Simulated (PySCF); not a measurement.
## How far each method lies from RCCSDT for HAsGa⁺, triplet

Geometry: that of the HAsGa, doublet, kept fixed.

```xyz
3

Ga    0.0000   -0.4832    1.6437
As    0.0000   -0.5217   -0.9111
H     0.0000    1.0050   -0.7326
```

Basis cc-pVDZ; PySCF 2.14.0. Only valence electrons are correlated (noble-gas cores and the filled d shells of p-block atoms frozen), which leaves 8 electrons in 31 orbitals. R marks a restricted (for open shells ROHF) determinant. No spin–orbit coupling is included, and no scalar relativity.

Full CI isn't at hand for all of this; RCCSDT serves as the reference. It lacks quadruple excitations, which often exceed the step from CCSD(T) to CCSDT.

The UHF ⟨S²⟩ is 2.055 and the T1 diagnostic (ROHF- or RHF-based CCSD) is 0.0293. The largest doubles amplitude (ROHF- or RHF-based CCSD) is 0.068.

From what is known of these methods and the diagnostics, rank them by the size of their error in total energy against RCCSDT in cc-pVDZ, smallest first (an estimate: the text doesn't fix the numbers).
A. RHF
B. RCCSD
C. RMP2
D. RCCSD(T)

D (0.56 kcal/mol), B (3.08 kcal/mol), C (21.74 kcal/mol), A (96.07 kcal/mol).

All errors are against RCCSDT in cc-pVDZ. Within each family the higher level lies nearer, as is usual though not guaranteed.
